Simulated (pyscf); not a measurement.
Single points on ωB97X-D3(BJ)/def2-SVP structures (PySCF, gas phase).

Question: H₃C–In(NH₂)–NH₂ + H atom (H•) → [H₂N–In–NH₂]• + methane (CH₄)
Surface: doublet. Broken: C–In. Formed: C–H. Give ΔE‡ and ΔE from ωB97M-D3(BJ)/def2-TZVP, relative to the separated reactants.

Answer: ΔE‡ = 0.60 eV, ΔE = -1.96 eV. Zero-point energy shifts the barrier by +0.07 eV. It is a substitution at C, with an imaginary mode of 1387i cm⁻¹. Abstraction by the radical was not located in this set and often lies lower. One saddle was located; it need not be the lowest between these sides. The angle at the attacked C is 179°. Elements past Kr carry the def2 core potentials, without spin-orbit coupling.
